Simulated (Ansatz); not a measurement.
Which isomer of C2H7Al gives these data?

These gas-phase data were calculated for one isomer of C2H7Al at B3LYP/6-31G* (harmonic, unscaled wavenumbers; equilibrium rotational constants with average atomic masses):

| Quantity | Value |
| --- | --- |
| rotational constants | 26.48, 4.645, 4.152 GHz |
| all wavenumbers above 1500 cm⁻¹ | 3103, 3089, 3033, 3025, 2998, 1917, 1910, 1540, 1529 |
| dipole moment | 0.77 D (PBE0/def2-TZVPD) |

Candidates:

(1) `[CH3][AlH][CH3]`, a singlet
(2) `C[CH2][AlH2]`, a singlet

Q: Which structure fits?

A: Candidate (2). 2 modes lie between 1700 and 2050 cm⁻¹, one for each Al–H bond, while (1) has 1.

The same quantities for all candidates:

```tsv
	rotational constants (GHz)	wavenumbers above 1500 cm⁻¹	dipole (D)	E above the lowest, B3LYP/6-31G* (kcal/mol)
(1)	21.64, 4.896, 4.198	3114, 3113, 3082, 3082, 3024, 3024, 1895	0.67	0.0
(2)	26.48, 4.645, 4.152	3103, 3089, 3033, 3025, 2998, 1917, 1910, 1540, 1529	0.77	12.7
```

Each candidate is one conformer. Programs: Ansatz 0.2.0.
